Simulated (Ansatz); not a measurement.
# [OH···H···OH], doublet along the distance O1-H3

Starting geometry:

```yaml
atoms:
  - { symbol: O, position_ang: [-1.1019, 0.0004, 0.0000] }
  - { symbol: H, position_ang: [-1.3512, 0.9270, 0.0000] }
  - { symbol: H, position_ang: [-0.1423, 0.0004, 0.0000] }
  - { symbol: O, position_ang: [1.1101, 0.0004, 0.0000] }
  - { symbol: H, position_ang: [1.3620, -0.9396, 0.0000] }
```

From there H3 is moved from one fragment to the other while all else, the fragments' distance too, stays fixed; atoms are numbered as listed. Energies are in kJ/mol, counted from the starting geometry at the same level. Kohn–Sham curves are unrestricted where that lies lower.

Basis cc-pVDZ; Ansatz 0.2.0. Only valence electrons are correlated (noble-gas cores frozen). R marks a restricted (for open shells ROHF) determinant, U an unrestricted one.

In so small a basis the reference is far from its limit while semilocal and hybrid functionals are nearer theirs (RPA and double hybrids share much of the reference's basis error), so the functionals' errors here hold much of the reference's basis and frozen-core error, which can add to them or hide them.

Full CI isn't at hand for all of this; UCCSDT(Q) serves as the reference, and is uncertain by about the last step of the cluster series.

| distance O1-H3 (Å) | UCCSDT(Q) | r2SCAN | B97M-V | PBE0 | B3LYP | BHLYP | wB97M-V | B2PLYP |
| --- | --- | --- | --- | --- | --- | --- | --- | --- |
| 0.892 | 13.7 | 24.6 | 20.2 | 21.7 | 23.0 | 12.1 | 18.9 | 18.4 |
| 0.960 | 0.0 | 0.0 | 0.0 | 0.0 | 0.0 | 0.0 | 0.0 | 0.0 |
| 0.997 | 0.2 | -5.9 | -3.8 | -4.4 | -5.1 | 0.8 | -2.9 | -2.9 |
| 1.035 | 2.5 | -8.7 | -5.0 | -6.0 | -7.2 | 3.6 | -3.4 | -3.5 |
| 1.072 | 4.8 | -9.7 | -5.1 | -6.4 | -7.9 | 6.1 | -3.0 | -3.4 |
| 1.110 | 5.7 | -9.9 | -5.0 | -6.3 | -8.0 | 7.1 | -2.7 | -3.2 |
| 1.147 | 4.7 | -9.5 | -4.9 | -6.2 | -7.7 | 6.0 | -2.9 | -3.2 |
| 1.185 | 2.4 | -8.0 | -4.5 | -5.5 | -6.6 | 3.4 | -3.0 | -3.1 |
| 1.222 | 0.6 | -4.6 | -2.8 | -3.3 | -3.9 | 1.1 | -2.1 | -2.1 |

(1) Judged by the spread of the error over the points with a reference (largest less smallest), which of these follows UCCSDT(Q) best and which worst?

Answers

(1) Subtracting the UCCSDT(Q) column from each: best BHLYP (errors from -1.6 to 1.4, spread 3.0 kJ/mol), worst r2SCAN (from -15.6 to 10.9, spread 26.6 kJ/mol). Functionals and wave-function methods converge differently with the basis, so part of this is basis effect.
